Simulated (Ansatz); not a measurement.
The same path of C$_{4}$H$_{9}$N (14 atoms, charge 0, multiplicity 1) was run twice with different band settings. The coordinate that changes most is the dihedral C3–C4–N5–H14.

Theory: RHF/def2-mTZVP (Ansatz 0.2.0).

Relaxed end points:

```xyz
14
Properties=species:S:1:pos:R:3
C -0.777 1.761 1.512
C -1.027 0.794 0.656
C -0.119 0.358 -0.457
C 0.324 -1.095 -0.312
N 1.122 -1.505 -1.459
H 0.131 2.335 1.470
H -1.474 2.021 2.287
H -1.957 0.254 0.742
H 0.752 1.005 -0.493
H -0.629 0.461 -1.409
H 0.844 -1.215 0.638
H -0.552 -1.732 -0.273
H 1.363 -2.474 -1.389
H 1.985 -0.995 -1.485
```

```xyz
14
Properties=species:S:1:pos:R:3
C -0.669 1.718 1.583
C -0.954 0.833 0.651
C 0.001 0.329 -0.392
C 0.246 -1.181 -0.284
N 1.120 -1.744 -1.298
H 0.305 2.167 1.660
H -1.400 2.031 2.305
H -1.948 0.416 0.621
H 0.944 0.859 -0.314
H -0.401 0.547 -1.379
H 0.668 -1.405 0.688
H -0.702 -1.705 -0.332
H 2.024 -1.314 -1.264
H 0.753 -1.579 -2.215
```

Common settings: spring 5.0 eV/Å²; optimiser quadratic models (default); start path IDPP; force threshold 0.03 eV/Å; iteration limit 60; end points relaxed.

| run | movable images | climbing image |
| --- | --- | --- |
| 1 | 9 | yes |
| 2 | 1 | no |

Problem. What does each run give, and how far can it be trusted?

Solution. Run 1: converged after 6 iterations, highest image 0.113 eV above the first end. A vibrational analysis at the climbing image gives one clearly imaginary mode, 293i cm⁻¹: a first-order saddle point.
Run 2: converged after 6 iterations, highest image 0.113 eV above the first end. No image climbed, so the highest image needn't sit at the top of the path. So few images can step over the top or miss a turn of the path.
